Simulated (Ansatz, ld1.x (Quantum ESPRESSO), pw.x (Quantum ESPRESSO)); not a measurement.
pw.x on bcc S: one setting changed

Potential: norm-conserving Troullier–Martins (Kleinman–Bylander form), ld1.x (Quantum ESPRESSO) 7.5, PBEsol; core [Ne], reference 3s2 3p4; waves: 3s (bound): rc 1.45 bohr; 3p (bound): rc 1.65 bohr; 3d channel at 0.05 Ry: rc 1.80 bohr; local part: all-electron potential smoothed inside 1.50 bohr (lloc = -1); core correction: Bessel-smoothed model core inside 1.35 bohr.

The reference run (k-mesh 15³, cutoffs 75/300 Ry, Fermi–Dirac 0.01 Ry, mixing_beta 0.4, conv_thr 1e-9, no spin) gives 0.17 GPa at 14.840 Å³/atom, where all-electron LAPW gives 0.59 GPa. This run, with its own iteration cap, changes mixing_ndim to 16.

```
&control
  calculation='scf', prefix='x', pseudo_dir='./', outdir='./tmp', tstress=.true., disk_io='none'
/
&system
  ibrav=0, nat=1, ntyp=1, ecutwfc=75, ecutrho=300, nbnd=10,
  occupations='smearing', smearing='fd', degauss=0.01
/
&electrons
  conv_thr=1e-09, mixing_beta=0.4, electron_maxstep=60, mixing_ndim=16
/
ATOMIC_SPECIES
S 1.0 S.UPF
CELL_PARAMETERS angstrom
  -1.54807253 1.54807253 1.54807253
  1.54807253 -1.54807253 1.54807253
  1.54807253 1.54807253 -1.54807253
ATOMIC_POSITIONS crystal
S 0.0000 0.0000 0.0000
K_POINTS automatic
15 15 15 0 0 0
```

```bash
pw.x < S.scf.in > S.scf.out
```

Q: How does the run end?

A: It converges in 5 iterations; the free energy moves by +0.0 meV/atom and the pressure by +0.00 GPa. The result is that of the reference run.

```
Message from routine setup:
     using ibrav=0 with symmetry is DISCOURAGED, use correct ibrav instead
     lattice parameter (alat)  =       5.0670  a.u.
     unit-cell volume          =     100.1453 (a.u.)^3
     number of electrons       =         6.00
     number of Kohn-Sham states=           10
     kinetic-energy cutoff     =      75.0000  Ry
     charge density cutoff     =     300.0000  Ry
     scf convergence threshold =      1.0E-09
     Exchange-correlation= PBESOL
     number of k points=   120  Fermi-Dirac smearing, width (Ry)=  0.0100
     iteration #  1     ecut=    75.00 Ry     beta= 0.40
     total energy              =     -21.44120519 Ry
     estimated scf accuracy    <       0.00118445 Ry
     iteration #  2     ecut=    75.00 Ry     beta= 0.40
     total energy              =     -21.44120048 Ry
     estimated scf accuracy    <       0.00032771 Ry
     iteration #  3     ecut=    75.00 Ry     beta= 0.40
     total energy              =     -21.44122416 Ry
     estimated scf accuracy    <       0.00001062 Ry
     iteration #  4     ecut=    75.00 Ry     beta= 0.40
     total energy              =     -21.44122476 Ry
     estimated scf accuracy    <          9.0E-09 Ry
     iteration #  5     ecut=    75.00 Ry     beta= 0.40
     the Fermi energy is    10.2040 ev
!    total energy              =     -21.44122477 Ry
     estimated scf accuracy    <          8.7E-10 Ry
     smearing contrib. (-TS)   =      -0.00344292 Ry
     The total energy is F=E-TS. E is the sum of the following terms:
     one-electron contribution =       5.81092840 Ry
     hartree contribution      =       0.84212738 Ry
     xc contribution           =      -5.69887043 Ry
     ewald contribution        =     -22.39196720 Ry
     convergence has been achieved in   5 iterations
          total   stress  (Ry/bohr**3)                   (kbar)     P=        1.71
     Message from routine punch:
     Nothing written, as per user request (disk_io='none')
```

The run took about 9.8 s on one core of a shared host (Neoverse-V2, 96 threads, 742 GiB, load 27).
